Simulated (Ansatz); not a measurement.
A made-up structure of CH₄NSi, doublet:

C1  (-0.566, -0.005, -0.563)
N2  (0.726, -1.034, 0.293)
Si3  (-0.354, 0.159, 0.889)
H4  (-1.524, -0.433, -0.846)
H5  (-0.252, 0.814, -1.210)
H6  (-0.116, 1.457, 1.412)
H7  (1.696, -0.728, 0.214)
(Å)

It is relaxed with PBE-D4/def2-SVP and then PBE0-D4/def2-TZVP (Ansatz 0.2.0). Atoms count as bonded within 1.22 times the sum of their covalent radii (H–H: 0.88 Å). The end point is not checked to be a true minimum.

Question: Does its bonding change? (Judge from chemistry; the calculation decides.)

Answer: Computed: Yes. Formed: C1–N2; broken: none.

Where it ends: The first stage lowers the energy by 4.17 eV in 10 steps. It ends as CH₄NSi ([CH2]1[NH][SiH]1):
```
7
angstrom
C -0.5251 -0.0777 -0.6093
N 0.4815 -0.7461 0.2399
Si -0.5104 0.2518 1.2214
H -1.2675 -0.7366 -1.0521
H -0.1711 0.6935 -1.2929
H 0.1458 1.5219 1.6877
H 1.4562 -0.6750 -0.0057
```

Labels in which every atom is bracketed show which atoms are joined, not bond orders.

For scale, one of the runs: PBE0-D4/def2-TZVP relaxation, 123 basis functions, launched by `ansatz run in.yaml --threads 2 --pin off --events-out ev --progress --plain --max-ram 4352MiB`. Hardware: 2 CPU threads of an Intel Xeon 6975P-C, shared host. Wall time about 31 s.
